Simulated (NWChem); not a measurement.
# SiCl$_{4}$; SMILES Cl[Si](Cl)(Cl)Cl

Program: NWChem. Pople sets run with spherical d functions. Each level has its own optimisation; frequencies are unscaled.

```json
[
 {"level": "Hartree-Fock/STO-3G", "r Cl–Si (Å)": "2.071", "highest harmonic frequency (cm⁻¹)": "721", "lowest (cm⁻¹)": "152", "zero-point energy (kcal/mol)": "5.1"},
 {"level": "Hartree-Fock/3-21G", "r Cl–Si (Å)": "2.123", "highest harmonic frequency (cm⁻¹)": "583", "lowest (cm⁻¹)": "143", "zero-point energy (kcal/mol)": "4.3"},
 {"level": "Hartree-Fock/6-31G*", "r Cl–Si (Å)": "2.029", "highest harmonic frequency (cm⁻¹)": "655", "lowest (cm⁻¹)": "160", "zero-point energy (kcal/mol)": "4.9"},
 {"level": "B3LYP/6-31G*", "r Cl–Si (Å)": "2.047", "highest harmonic frequency (cm⁻¹)": "610", "lowest (cm⁻¹)": "146", "zero-point energy (kcal/mol)": "4.6"},
 {"level": "LDA (Slater exchange, VWN5)/def2-SVP", "r Cl–Si (Å)": "2.031", "highest harmonic frequency (cm⁻¹)": "640", "lowest (cm⁻¹)": "139", "zero-point energy (kcal/mol)": "4.6"},
 {"level": "PBE/def2-SVP", "r Cl–Si (Å)": "2.053", "highest harmonic frequency (cm⁻¹)": "616", "lowest (cm⁻¹)": "138", "zero-point energy (kcal/mol)": "4.5"},
 {"level": "BLYP/def2-SVP", "r Cl–Si (Å)": "2.068", "highest harmonic frequency (cm⁻¹)": "…", "lowest (cm⁻¹)": "138", "zero-point energy (kcal/mol)": "4.4"},
 {"level": "PBE0/def2-SVP", "r Cl–Si (Å)": "2.036", "highest harmonic frequency (cm⁻¹)": "641", "lowest (cm⁻¹)": "144", "zero-point energy (kcal/mol)": "4.7"}
]
```

Fill in the missing entries.


- BLYP/def2-SVP, highest harmonic frequency (cm⁻¹): 595
